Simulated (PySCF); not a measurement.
methanol (CH4O), SMILES CO. The structure is a stationary point at ωB97X-D3(BJ)/def2-TZVP.

Computed equilibrium geometry at ωB97X-D3(BJ)/def2-TZVP (PySCF confirms it by a frequency run) as a Z-matrix, and its point group:
point group Cs.
```
C
H 1 1.0907
H 1 1.0970 2 108.37
H 1 1.0970 2 108.37 3 118.04
O 1 1.4187 2 106.92 4 120.98
H 5 0.9603 1 108.43 2 -180.00
```
